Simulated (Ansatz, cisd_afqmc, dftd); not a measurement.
Barrier from H2 (SMILES [H][H]) + HS (SMILES [SH], doublet) to the saddle point below; all geometries are those of the HTBH38 set.
```xyz
4

H      1.2621    -0.2201     0.0000
S      0.0000     0.2232     0.0000
H     -0.5006    -1.1154     0.0000
H     -0.7615    -2.2349     0.0000
```
Charge 0, spin multiplicity 2.

Property: barrier height (electronic, no zero-point energy), in kJ/mol. Open shells are spin-unrestricted; no spin-orbit coupling. Cores are frozen in correlated methods. Rows without X2C or -DK are non-relativistic. AFQMC/CISD: phaseless, guided by CISD from CCSD amplitudes; bars are statistical, one sigma. Outlying blocks are dropped, and bars are widened where a walk drifts. Over all cases where full CI ran beside it in this data, AFQMC minus full CI had a median of +0.1 mEh and passed +0.4 mEh in a tenth of the cases. CBS(X,Y): correlation extrapolated as X^-3, Hartree-Fock from the larger set. A bracket is a step between two methods taken in the basis named. The functionals are non-relativistic, so their misses hold any scalar relativity. Double hybrids freeze cores in their MP2 part. '+ core + X2C': CCSD(T) terms for core correlation (cc-pwCVTZ, 1s frozen past Ne) and scalar relativity (cc-pVTZ-DK). For partners of very few electrons the exact lower level stands in for a higher one. The UHF reference of H3S (saddle point or complex, doublet) is spin-contaminated (<S^2> up to 0.03 over the pure value in the sets run).

Published benchmark value: 17.3 kcal/mol (Zhao et al., J. Phys. Chem. A 109, 2012 (2005), HTBH38), a best estimate, not a measurement.

```tsv
level	program	barrier height (kJ/mol)	difference against that value
HF/aug-cc-pV(D+d)Z	Ansatz	105.5	33.1
PBE/def2-TZVPD	Ansatz	39.8	-32.6
B3LYP-D3(BJ)/def2-TZVPD	Ansatz + dftd3	61.9	-10.5
B3LYP/def2-TZVPD	Ansatz	66.7	-5.7
PBE0/def2-TZVPD	Ansatz	52.3	-20.1
wB97X-V/def2-TZVPD	Ansatz	70.1	-2.3
B2PLYP-D3(BJ)/def2-TZVPD	Ansatz + dftd3	68.6	-3.8
B2GP-PLYP-D3(BJ)/def2-TZVPD	Ansatz + dftd3	71.3	-1.1
MP2/aug-cc-pV(Q+d)Z	Ansatz	67.6	-4.8
CCSD(T)/aug-cc-pV(D+d)Z	Ansatz	71.9	-0.5
CCSD(T)/CBS(aug-cc-pV(T+d)Z,aug-cc-pV(Q+d)Z) + core + X2C	Ansatz	72.1	-0.3
CCSDT(Q)/aug-cc-pV(D+d)Z	Ansatz	71.1	-1.3
CCSDT(Q)/aug-cc-pV(T+d)Z	Ansatz	74.2	1.8
AFQMC/CISD/aug-cc-pV(T+d)Z	cisd_afqmc	73.0 ± 0.5	0.6
CCSD(T)/CBS(aug-cc-pV(T+d)Z,aug-cc-pV(Q+d)Z) + [CCSDT(Q) - CCSD(T)]/aug-cc-pV(D+d)Z + core + X2C	Ansatz	71.2	-1.2
CCSD(T)/CBS(aug-cc-pV(T+d)Z,aug-cc-pV(Q+d)Z) + [CCSDT(Q) - CCSD(T)]/aug-cc-pV(T+d)Z + core + X2C	Ansatz	71.4	-1.0
```

Ansatz is a quantum-chemistry and plane-wave program.
